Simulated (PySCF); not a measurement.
NMR data simulated for an unnamed compound:

¹H NMR (500 MHz, computed): δ 9.28 (br s, 1H), 7.37 (m, 1H), 6.34 (m, 1H).

¹³C{¹H} NMR (computed): δ 151.0 (C), 132.0 (CH), 111.7 (CH).

Level of theory: σ from GIAO-PBE0/pcSseg-1, coordinates at the GFN2-xTB level, in PySCF (relativity neglected, no solvent, a single conformation).

References, each an isolated molecule treated in the same way: ¹H and ¹³C vs TMS.

Which of these does the molecule contain: a Si–H bond, a ketone, an NH or NH2 group, a three-membered ring, a heteroaromatic ring?

## Answers


- A Si–H bond: no.
- A ketone: no.
- An NH or NH2 group: yes (δH 9.28 (br s)).
- A three-membered ring: no.
- A heteroaromatic ring: yes.

The data belong to SMILES Clc1cc[nH]n1, C$_{3}$H$_{3}$ClN$_{2}$; they needn't prove each group on their own.

Carbon signals by region: 3 in the sp2 and nitrile region (100–160 ppm).

The OH or NH signal is concentration- and solvent-dependent in practice; the value given is the gas-phase one. Carbons that carry Cl, above all several Cl atoms, come out too deshielded, partly because spin–orbit coupling is missing. Shifts are as computed. Against solution values, carbons near 30 ppm lie about +3 ppm off and those near 130 ppm about +5 ppm; carbons on Cl a further +6 ppm. Of 1211 compounds with measured shifts, 218 miss one by over three times the rms of a fit or turn the order of signals round; such compounds aren't used in these exercises. Multiplicities follow the n + 1 count of equivalent neighbours, as no J values were calculated; m marks all less simple cases, F and P coupling included.
